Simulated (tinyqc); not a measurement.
Geometry optimisation on the UHF/sto-6g surface (energies and gradients from PySCF), for H2O, spin multiplicity 3, step by step. One step of it, computed by the program tinyqc.

Question. Step 1: move. Quasi-Newton step p = -H^(-1) g (first H = 0.6 times the unit matrix); steps longer than 0.1 bohr are cut back (factor 0.225 here).

positions at the start (bohr), order 1O, 2H, 3H:
$$\begin{pmatrix}
-0.064251 & 0.017008 & -0.049133 \\
0.056692 & 1.555245 & 1.226432 \\
0.047243 & -1.602488 & 1.118718
\end{pmatrix}$$

gradient (hartree/bohr), order 1O, 2H, 3H:
$$\begin{pmatrix}
0.01319910 & 0.00198105 & 0.13876905 \\
-0.00727354 & -0.14511432 & -0.07685270 \\
-0.00592556 & 0.14313328 & -0.06191635
\end{pmatrix}$$

Give: positions after step 1.

Answer.

positions after step 1 (bohr), order 1O, 2H, 3H:
$$\begin{pmatrix}
-0.0692 & 0.0163 & -0.1013 \\
0.0594 & 1.6098 & 1.2553 \\
0.0495 & -1.6563 & 1.1420
\end{pmatrix}$$
